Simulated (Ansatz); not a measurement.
# CH4NO: the cost of one run

Method: UKS PBE0/def2-SVP, in Ansatz 0.2.0.

### 1 Starting point

Bond lengths: C2–O3 1.181 Å, C2–H5 1.100 Å, N4–H6 1.016 Å, N4–H7 1.017 Å. Angles: O3–C2–H5 125.7°, H6–N4–H7 106.8°.

Structure file:

```xyz
7

H     0.2763    0.1050    0.0074
C    -0.3085   -0.0906   -1.2455
O     0.0339   -0.9585   -1.9695
N     0.6402    0.2591    1.2874
H    -1.1210    0.6253   -1.4398
H    -0.1522    0.7456    1.6958
H     0.6314   -0.6859    1.6641
```

### 2 Pulling towards end A

Springs on the bonds that form and break draw the guess towards this end; the thresholds are loose.

The input, input.yaml:

```yaml
crystal:
  periodic: [false, false, false]
  atoms:
    - { symbol: H, position_ang: [0.2763, 0.105, 0.0074] }
    - { symbol: C, position_ang: [-0.3085, -0.0906, -1.2455] }
    - { symbol: O, position_ang: [0.0339, -0.9585, -1.9695] }
    - { symbol: "N", position_ang: [0.6402, 0.2591, 1.2874] }
    - { symbol: H, position_ang: [-1.121, 0.6253, -1.4398] }
    - { symbol: H, position_ang: [-0.1522, 0.7456, 1.6958] }
    - { symbol: H, position_ang: [0.6314, -0.6859, 1.6641] }
magnetization:
  spin_polarized: true
  initial_magnetization: 1
basis:
  gaussian: { orbitals: def2-SVP }
hamiltonian:
  xc: pbe0
relax:
  f_tol: 0.15
  max_steps: 25
  restrain:
    - { distance: [0, 3], at: 2.32, k: 30.0 }
    - { distance: [1, 0], at: 1.07, k: 30.0 }
output:
  orbitals: {}
```

Run with:

```sh
> ansatz run input.yaml --threads 2 --pin off --max-ram 3072MiB --backend cpu --events-out ev --progress --plain --runs-dir out
```

**Question.** How long does this run take on 2 threads of Arm Neoverse V1, shared host, and how much memory does it need?

About 14 s, with a peak of 0.14 GiB.
